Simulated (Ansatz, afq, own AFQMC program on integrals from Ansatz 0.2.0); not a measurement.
Two steps: Ansatz 0.2.0 writes the Fock matrix and Cholesky factors of the valence space, and afq projects on them the lowest state that overlaps trial and start.

```yaml
crystal:
  periodic: [false, false, false]
  atoms:
    - {symbol: Al, position_ang: [0.000000, 0.000000, 1.418000]}
    - {symbol: Al, position_ang: [0.000000, 0.000000, -1.418000]}
    - {symbol: H, position_ang: [0.000000, 1.353331, 2.261815]}
    - {symbol: H, position_ang: [0.000000, -1.353331, 2.261815]}
    - {symbol: H, position_ang: [0.000000, 1.353331, -2.261815]}
    - {symbol: H, position_ang: [0.000000, -1.353331, -2.261815]}
basis:
  gaussian: {orbitals: 6-31G}
magnetization: {spin_polarized: false}
correlation: {method: ccsd_t, electrons: outside_noble_gas, hamiltonian_folder: ham}
```

```sh
$ ansatz run in.yaml --threads 1 --pin off --events-out ev --progress --plain --max-ram 1382MiB
```

Options of the walk:

```
--method phaseless --trial hf --walkers 380 --populations 1 --least-time 40 --time-step 0.005 --steps-per-block 20 --equilibration-blocks 112 --max-blocks 600 --target-error 0.00114 --factor-cut 1e-05 --seed 179 --taylor-order 6
```

Times are imaginary, in 1/Eh. The walk had a cap of 519 s.

Output of the walk:

```
orbitals 24  electrons 5 5  factors 163 of 404
reference energy -486.04060132 Eh
CCSD correlation -0.10179133 Eh in 10 cycles, weight of the determinant in the CISD state 0.9124
energy of the start -486.040601 Eh
 block  time / (1/Eh)  mean weight  energy / Eh
     1     0.100  1.0000  -486.053444
     2     0.200  1.0002  -486.065318
     3     0.300  1.0003  -486.074335
     4     0.400  1.0005  -486.082700
     5     0.500  1.0002  -486.090691
    10     1.000  1.0007  -486.111662
    61     6.100  1.0001  -486.147502
   121    12.100  1.0000  -486.141461
   157    15.700  0.9996  -486.155628
   181    18.100  0.9997  -486.141203
   217    21.700  0.9999  -486.139434
   241    24.100  0.9999  -486.147504
   301    30.100  0.9999  -486.145449
   361    36.100  1.0001  -486.144538
   421    42.100  1.0000  -486.141201
   481    48.100  1.0004  -486.154220
   505    50.500  1.0003  -486.150175
blocks merged  error / Eh  count
     1  0.000355  400
     2  0.000463  200
     4  0.000575  100
     8  0.000721  50
    16  0.000855  25
    32  0.001052  12
energy -486.145481 +/- 0.000855 Eh
(rows thinned)
```

The run passed its tests (sampling time, drift between the halves within three errors, error under three times the target), which doesn't prove that it has relaxed. The second half of the sampling lies below the first by 2.1 errors of their difference, so the energy may still be moving and its error bar be too small.

Against this walk (error 23.3 meV) on the same determinant: CCSD(T) 40.7 meV higher (within the noise), CCSDT(Q) 19.5 meV higher (within the noise), CCSDTQ 18.6 meV higher (within the noise), a separate phaseless walk with a CISD trial and standard settings 19.5 ± 23.4 meV higher (within the noise). The error is statistical and leaves out the bias of the constraint.

Cautions: constraint bias not in the error.

The walk took 5.1 min on 1 thread of Arm Neoverse N1, on a shared host. The log's last line is the phaseless energy.

CCSDT and higher add their correlation energy to the determinant of the CCSD(T) run, since their own runs factorise the integrals more tightly (a shift of under 2 meV). A walk keeps the symmetry of its determinant, which the program's search chose and which needn't be the lowest solution, so a lower state of the same spin and another symmetry isn't excluded.
